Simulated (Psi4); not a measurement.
**BNH4S (SMILES NBS) at M06-L/def2-SVPD**

What is the vertical electron affinity of BNH4S at M06-L/def2-SVPD? Input form: a Python script.

Program for the calculation: Psi4 1.11.

2 further runs of the same task are left out: 2 set aside as unsound or not needed.

## Step 1: Starting point

BNH4S: 7 atoms, total charge 0, spin state singlet. As SMILES, `NBS`. Geometry: relaxed at PBE0-D4/def2-TZVP. This is one conformer, not always the lowest.

Bond lengths: N1–B2 1.391 Å, B2–S3 1.816 Å, N1–H4 1.006 Å, N1–H5 1.004 Å, B2–H6 1.194 Å, S3–H7 1.339 Å. Angles: N1–B2–S3 120.0°, N1–B2–H6 119.9°, S3–B2–H6 120.1°, B2–N1–H4 124.2°, B2–N1–H5 121.9°, B2–S3–H7 96.3°, H4–N1–H5 113.8°.

## Step 2: Energy and gradient at M06-L/def2-SVPD

Input file bh4ns.xyz:

```xyz
7
BH4NS
N     -0.919200     0.393200    -0.612100
B      0.157000     0.144300     0.234100
S      1.088800    -1.407600     0.086000
H     -1.235600    -0.240300    -1.326500
H     -1.454400     1.241200    -0.555600
H      0.466100     0.952200     1.056600
H      1.958600    -1.151000     1.071800
```

Input file run.py:

```python
import psi4

psi4.set_memory(1600000000)
psi4.set_num_threads(1)
psi4.core.set_output_file('bh4ns.out', False)

with open('bh4ns.xyz') as f:
    atoms = ''.join(f.readlines()[2:])
m = psi4.geometry('0 1\n' + atoms + 'symmetry c1\nno_reorient\nno_com')

psi4.set_options({
    'basis': 'def2-SVPD',
    'puream': True,
    'e_convergence': 1e-09,
    'd_convergence': 1e-08,
    'scf_type': 'pk',
    'dft_radial_points': 99,
    'dft_spherical_points': 590,
})

result, w = psi4.gradient("M06-L", return_wfn=True)
psi4.oeprop(w, "MAYER_INDICES", "LOWDIN_CHARGES", "MULLIKEN_CHARGES", title="M06-L")
print('gradient / Eh bohr^-1')
print(result.np.round(6))
print(f'energy = {w.energy():.10f} Eh')
for k, v in sorted(psi4.core.scalar_variables().items()):
    print(f'{k:45s} {v:18.10f}')
```

Run with:

```
$ python run.py
```

bh4ns.out:

```text
[...]
  Running in c1 symmetry.
[...]
  Nuclear repulsion =   89.580008286477721
[...]
  Multiplicity = 1
[...]
  Nalpha       = 16
  Nbeta        = 16
[...]
    Number of basis functions: 99
[...]
   @RKS iter   1:  -479.79704968353536   -1.46695e-01   7.79607e-03 DIIS/ADIIS
[...]
   @RKS iter  12:  -480.09080881358790    6.82121e-13   4.28541e-09 DIIS
[...]
  @RKS Final Energy:  -480.09080881358790
   => Energetics <=
    Nuclear Repulsion Energy =             89.5800082864777210
    One-Electron Energy =                -837.6626984545506502
    Two-Electron Energy =                 306.1717249189304084
    DFT Exchange-Correlation Energy =     -38.1798435644453420
    Empirical Dispersion Energy =           0.0000000000000000
    VV10 Nonlocal Energy =                  0.0000000000000000
    Total Energy =                       -480.0908088135878984
[...]
 Multipole Moments:
 ------------------------------------------------------------------------------------
     Multipole            Electronic (a.u.)      Nuclear  (a.u.)        Total (a.u.)
 ------------------------------------------------------------------------------------
 L = 1.  Multiply by 2.5417464519 to convert [e a0] to [Debye]
 Dipole X            :        -22.2189535           21.7433778           -0.4755757
 Dipole Y            :         34.9115965          -34.4791870            0.4324096
 Dipole Z            :          2.6579661           -2.8192824           -0.1613163
 Magnitude           :                                                    0.6627015
[...]
  -Total Gradient:
     Atom            X                  Y                   Z
    ------   -----------------  -----------------  -----------------
       1       -0.002087127844     0.000543713455    -0.001604057828
       2       -0.000767436552     0.000016744379    -0.000703121512
       3        0.000608202007     0.001520817434     0.001570454145
       4        0.001884870970     0.001762459826     0.002931250573
       5        0.002559016931    -0.002760092442     0.000584267436
       6       -0.000580780094    -0.000938378976    -0.001166805225
       7       -0.001647531707    -0.000148402909    -0.001643248251
[...]
  Mulliken Charges: (a.u.)
   Center  Symbol    Alpha    Beta     Spin     Total
       1     N     3.40844  3.40844  0.00000  0.18312
       2     B     2.36527  2.36527  0.00000  0.26946
       3     S     8.32796  8.32796  0.00000 -0.65591
       4     H     0.51271  0.51271  0.00000 -0.02542
       5     H     0.51358  0.51358  0.00000 -0.02716
       6     H     0.50339  0.50339  0.00000 -0.00679
       7     H     0.36865  0.36865  0.00000  0.26269
   Total alpha = 16.00000, Total beta = 16.00000, Total charge = -0.00000
  Lowdin Charges: (a.u.)
[...]
```

The script printed:

```text
gradient / Eh bohr^-1
[[-2.087e-03  5.440e-04 -1.604e-03]
 [-7.670e-04  1.700e-05 -7.030e-04]
 [ 6.080e-04  1.521e-03  1.570e-03]
 [ 1.885e-03  1.762e-03  2.931e-03]
 [ 2.559e-03 -2.760e-03  5.840e-04]
 [-5.810e-04 -9.380e-04 -1.167e-03]
 [-1.648e-03 -1.480e-04 -1.643e-03]]
energy = -480.0908088136 Eh
CURRENT ENERGY                                   -480.0908088136
CURRENT REFERENCE ENERGY                         -480.0908088136
DD SOLVATION ENERGY                                 0.0000000000
DFT FUNCTIONAL TOTAL ENERGY                      -480.0908088136
DFT TOTAL ENERGY                                 -480.0908088136
DFT VV10 ENERGY                                     0.0000000000
DFT XC ENERGY                                     -38.1798435644
GRID ELECTRONS ALPHA                               16.0000001196
GRID ELECTRONS BETA                                16.0000001196
GRID ELECTRONS TOTAL                               32.0000002392
NUCLEAR REPULSION ENERGY                           89.5800082865
ONE-ELECTRON ENERGY                              -837.6626984546
PCM POLARIZATION ENERGY                             0.0000000000
PE ENERGY                                           0.0000000000
SCF ITERATION ENERGY                             -480.0908088136
SCF ITERATIONS                                     12.0000000000
SCF TOTAL ENERGY                                 -480.0908088136
TWO-ELECTRON ENERGY                               306.1717249189
XC GRID RADIAL POINTS                              99.0000000000
XC GRID SPHERICAL POINTS                          590.0000000000
XC GRID TOTAL POINTS                           392166.0000000000
```

It took 47 s on 1 thread of AMD EPYC 7R43 (Zen 3), shared host; peak memory 0.78 GiB.

## Step 3: The doublet anion at the same level

bh4ns.xyz is that of step 2.

Input file bh4ns.py:

```python
import psi4

psi4.set_memory(1600000000)
psi4.set_num_threads(1)
psi4.set_output_file('psi4.out', False)

with open('bh4ns.xyz') as f:
    atoms = ''.join(f.readlines()[2:])
geom = psi4.geometry('-1 2\n' + atoms + 'symmetry c1')

psi4.set_options({
    'basis': 'def2-SVPD',
    'reference': 'uks',
    'puream': True,
    'e_convergence': 1e-09,
    'd_convergence': 1e-08,
    'scf_type': 'pk',
    'dft_radial_points': 99,
    'dft_spherical_points': 590,
    'maxiter': 200,
})

energy_value = psi4.gradient("m06-l")
print('gradient / Eh bohr^-1')
print(energy_value.np.round(6))
```

Run with:

```
$ python bh4ns.py
```

psi4.out, shortened:

```text
[...]
  Running in c1 symmetry.
[...]
  Nuclear repulsion =   89.580008286477721
[...]
  Multiplicity = 2
[...]
  Nalpha       = 17
  Nbeta        = 16
[...]
    Number of basis functions: 99
[...]
   @UKS iter   1:  -479.46862696427007    1.81727e-01   9.73778e-03 DIIS/ADIIS
[...]
   @UKS iter  22:  -480.02501773176590   -3.41061e-13   6.67540e-09 DIIS
[...]
   @S^2 Observed:                7.519311198E-01
[...]
  @UKS Final Energy:  -480.02501773176590
   => Energetics <=
    Nuclear Repulsion Energy =             89.5800082864777210
    One-Electron Energy =                -842.7363989397474597
    Two-Electron Energy =                 311.4019796956100663
    DFT Exchange-Correlation Energy =     -38.2706067741062697
    Empirical Dispersion Energy =           0.0000000000000000
    VV10 Nonlocal Energy =                  0.0000000000000000
    Total Energy =                       -480.0250177317658995
[...]
 Multipole Moments:
 ------------------------------------------------------------------------------------
     Multipole            Electronic (a.u.)      Nuclear  (a.u.)        Total (a.u.)
 ------------------------------------------------------------------------------------
 L = 1.  Multiply by 2.5417464519 to convert [e a0] to [Debye]
 Dipole X            :          2.1279175           -1.4484414            0.6794761
 Dipole Y            :         -4.1691227            2.2905783           -1.8785445
 Dipole Z            :         -0.7504568            0.1501570           -0.6002998
 Magnitude           :                                                    2.0858996
[...]
  -Total Gradient:
     Atom            X                  Y                   Z
    ------   -----------------  -----------------  -----------------
       1       -0.010277046561     0.006712165101    -0.005225484954
       2        0.005368443227    -0.001345620019     0.004158712135
       3        0.011767669987     0.004622165262     0.014092421443
       4        0.001803445788     0.005115533625     0.005064432547
       5        0.007738339976    -0.013851762539    -0.001864338535
       6       -0.001520859665     0.003334610452     0.000766466642
       7       -0.014909412285    -0.004585513890    -0.017019037827
[...]
```

Standard output:

```text
gradient / Eh bohr^-1
[[-0.010277  0.006712 -0.005225]
 [ 0.005368 -0.001346  0.004159]
 [ 0.011768  0.004622  0.014092]
 [ 0.001803  0.005116  0.005064]
 [ 0.007738 -0.013852 -0.001864]
 [-0.001521  0.003335  0.000766]
 [-0.014909 -0.004586 -0.017019]]
```

Wall time 2.1 min (1 thread of AMD EPYC 7R43 (Zen 3), shared host); peak memory 0.78 GiB.

## Step 4: Results

At M06-L/def2-SVPD:

| quantity | value |
| --- | --- |
| singlet BNH4S: total energy | -480.09081 Eh |
| singlet BNH4S: dipole moment | 1.68 D |
| singlet BNH4S: HOMO energy | -6.24 eV |
| singlet BNH4S: LUMO energy | -0.11 eV |
| singlet BNH4S: HOMO–LUMO gap | 6.13 eV |
| singlet BNH4S: largest force on an atom | 0.201 eV/Å |
| doublet anion: total energy | -480.02502 Eh |
| doublet anion: HOMO energy (highest over α and β) | 2.91 eV |
| doublet anion: LUMO energy (lowest over α and β) | 3.51 eV |
| doublet anion: ⟨S²⟩ | 0.752 |
| doublet anion: largest force on an atom | 1.187 eV/Å |
| vertical electron affinity (to the doublet anion) | -1.790 eV |

What this shows: The anion lies 1.79 eV (41 kcal/mol) above the neutral: the electron isn't bound at this level, and such a value depends on the basis. Mulliken charges (singlet BNH4S) run from -0.66 on S3 to +0.27 on B2; in a basis this large or diffuse they mean little. The HOMO (doublet anion) lies at positive energy, 2.91 eV, as semi-local functionals often give for anions; only total energies tell whether the electron is bound.
